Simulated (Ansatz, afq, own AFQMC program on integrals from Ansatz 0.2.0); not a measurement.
**GeH4, singlet in cc-pVDZ, levels against CCSDT(Q)**

```yaml
atoms:
  - { symbol: Ge, position_ang: [0.0000, 0.0000, 0.0000] }
  - { symbol: H, position_ang: [0.7685, 0.7710, 0.7700] }
  - { symbol: H, position_ang: [-0.7716, -0.7682, 0.7696] }
  - { symbol: H, position_ang: [-0.7680, 0.7686, -0.7727] }
  - { symbol: H, position_ang: [0.7711, -0.7714, -0.7669] }
```

Basis cc-pVDZ. Only valence electrons are correlated. Integrals, coupled cluster, full CI and functionals: Ansatz 0.2.0; the random walks run on the same integrals in our own AFQMC program. ph-AFQMC/CISD is guided by a CISD state made of CCSD amplitudes; releasing the constraint for a short imaginary time cuts its bias at the price of noise, slowly where states lie close. Error bars are statistical, one sigma. No spin–orbit coupling.

Determinant: RHF, the one that the program's search chose, which needn't be the lowest solution. The geometry is a point of a scan.

No full CI on the walks' own integrals is used here; CCSDT(Q) serves as the reference and is uncertain by about the last step of the cluster series.

Cautions: no relativity below Rb; no spin-orbit coupling; inner d shell frozen.

The T1 diagnostic is 0.0083 and the weight of the determinant in the CISD state is 0.932. The size of the correlated space is 8 electrons in 33 orbitals.

Reference: CCSDT(Q), correlation energy -3.890 eV. The released energy is read at 2.40 1/Eh (meV from the phaseless value at times in 1/Eh: -3 ± 3 at 0.24, -4 ± 3 at 0.51, 0 ± 3 at 0.99, 0.3 ± 2.4 at 1.62, -7 ± 4 at 2.40).

```json
{"level": "HF", "E − E(reference) (kcal/mol)": "89.70", "share of correlation (%)": "0.00"}
{"level": "MP2", "E − E(reference) (kcal/mol)": "19.13", "share of correlation (%)": "78.67"}
{"level": "CCSD", "E − E(reference) (kcal/mol)": "1.55", "share of correlation (%)": "98.27"}
{"level": "CCSD(T)", "E − E(reference) (kcal/mol)": "0.29", "share of correlation (%)": "99.68"}
{"level": "CCSDT", "E − E(reference) (kcal/mol)": "0.02", "share of correlation (%)": "99.97"}
{"level": "ph-AFQMC/CISD", "E − E(reference) (kcal/mol)": "0.10 ± 0.08", "share of correlation (%)": "99.88"}
{"level": "released AFQMC", "E − E(reference) (kcal/mol)": "-0.06 ± 0.09", "share of correlation (%)": "100.07"}
```

A walk keeps the symmetry of its determinant, which the program's search chose and which needn't be the lowest solution, so a lower state of the same spin and another symmetry isn't excluded. Released energies are given only where the last usable release times agree within the noise; a slower fall can still hide under it.
